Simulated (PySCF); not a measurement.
CN, SMILES [C]#N (connectivity only; charge and spin as stated), charge -1, multiplicity 1. Geometry: B3LYP-D3(BJ)/def2-TZVPD.

Method: B3LYP-D3(BJ)/def2-TZVPD (PySCF).

Harmonic wavenumbers (cm⁻¹): 2142. Rotational constants (GHz): 57.10 (linear); symmetry number 1.

Q: Work out the zero-point energy and the ideal-gas rigid-rotor harmonic-oscillator thermochemistry at 298.15 K and 1 atm.

A: ZPE = ½ Σ hcν = ½ × 2142 cm⁻¹ = 3.06 kcal/mol. H − E(el) = 5.14 kcal/mol. Entropy in cal/(mol K): translation 35.70, rotation 11.31, vibration 0.00, total 47.01. G − E(el) = -8.88 kcal/mol. Cp = 6.96 cal/(mol K).
